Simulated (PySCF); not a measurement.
Species: C₃H₈N (doublet state).
Z-matrix (Å and degrees, GFN2-xTB geometry), rows numbered from 1:
```
C 
C   1  1.4902
C   2  1.4902  1  119.16
N   2  1.4077  1  116.48  3  -148.08
H   1  1.0986  2  112.30  3    70.89
H   1  1.0889  2  110.14  3   -48.79
H   1  1.0898  2  110.76  3  -168.99
H   3  1.0987  2  112.31  1   -71.01
H   3  1.0900  2  110.78  1   168.82
H   3  1.0890  2  110.12  1    48.70
H   4  1.0112  2  113.38  1  -170.37
H   4  1.0113  2  113.37  1   -41.37
```

The hyperfine couplings belong to this conformer and change with its torsions.

The species is `C[C](C)N` [radical].

The calculation used PySCF 2.14.0, UKS B3LYP, pcH-1 on C H N, non-relativistic, mean-field spin-orbit, GIAO. The structure is a single GFN2-xTB conformer in the gas phase; no vibrational or solvent corrections. A GFN2-xTB geometry isn't a minimum of the functional, and hyperfine couplings can be far from their values at a DFT geometry. No stability test was run, so a lower SCF solution isn't excluded.

(1) Where do the isotropic ENDOR lines of N4, H5 (×6) and H11/H12 fall at 332.4 mT, to first order?

(2) Which pairs are centred on the nuclear Larmor frequency, and which on half the coupling?

(3) At what field would the lower line of N4 fall to zero frequency?

## Answers

(1) ν± = |νn ± a/2|, one line for each electron-spin manifold; νn = |g_N| × 7.62259 MHz/T × B.

| nuclei | isotope | g_N | νn (MHz) | a_iso (MHz) | lower line (MHz) | upper line (MHz) |
| --- | --- | --- | --- | --- | --- | --- |
| N4 | 14N | 0.4038 | 1.02 | 10.50 | 4.23 | 6.27 |
| H5 (×6) | 1H | 5.5857 | 14.15 | 52.73 | 12.21 | 40.52 |
| H11/H12 | 1H | 5.5857 | 14.15 | 12.85 | 7.73 | 20.58 |

(2) Centred on νn, since |a| < 2νn: H11/H12. Centred on |a|/2 and split by 2νn: N4 and H5 (×6).

(3) Where νn = |a|/2, that is B = 5.25 MHz/(0.4038 × 7.62259 MHz/T) = 1710 mT, as far as first order holds there.

Class means assume fast exchange of nuclei equivalent by connectivity; if that motion is slow, each nucleus keeps its own coupling. The six 1H nuclei of mean +52.7 MHz run from 22.9 to 110.8 MHz in the frozen geometry.
